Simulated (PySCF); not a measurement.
Start geometry of formaldehyde (`C=O`) from GFN2-xTB (Å):
```
atom  x, y, z in Å
C1     0.003    0.001   -0.006
O2     1.177   -0.209   -0.015
H3    -0.748   -0.806    0.004
H4    -0.421    1.019   -0.006
```

Problem. What comes out of this run: B3LYP/6-31+G* geometry optimisation, gas phase in PySCF?

Solution. 
```
atom  x, y, z in Å
C1     0.032   -0.006   -0.021
O2     1.222   -0.221   -0.030
H3    -0.712   -0.828   -0.011
H4    -0.377    1.025   -0.021
```

The energy falls by 1.6 kJ/mol over 5 energy and gradient evaluations, the largest force component goes from 0.0295 to 6.4e-05 Eh/bohr, and the atoms move by 0.012 Å rms after alignment. The bond that changes most is C1=O2 (formaldehyde carbon to aldehyde oxygen), which lengthens by 0.018 Å. Bonds longer at the end by more than 0.005 Å: 3 of 3; shorter: 0. Rotational constants go from 291613, 39433, 34736 to 282887, 38593, 33960 MHz. The orientation of the end geometry is arbitrary; only internal coordinates are fixed.

The run used 40 basis functions and 29 SCF cycles in all. Time: 1.5 s; peak memory 0.23 GiB. Hardware: an Arm Neoverse V2 with one thread, shared host.

Not checked by B3LYP/6-31+G* frequencies.
